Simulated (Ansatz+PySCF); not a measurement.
A calculation with Ansatz (development build ahead of 0.2.0).

```yaml
crystal:
  periodic: [false, false, false]
  atoms:
    - { symbol: P, position_ang: [0.0, 0.0, 0.0] }
    - { symbol: S, position_ang: [0.78794, 1.05059, 2.2746] }
basis:
  gaussian: { orbitals: STO-3G }
total_charge: -1
magnetization:
  initial_magnetization: 2
hamiltonian:
  xc: hf
correlation:
  method: fci
  frozen_orbitals: { P: 5, S: 5 }
```

The input is written out in the form of the current development build from the run's settings.

Output:

```
Converged    : yes
Total energy : -729.82713 hartree
State        : lowest triplet root, of any spatial symmetry
```

Caution: no diffuse functions for an anion.
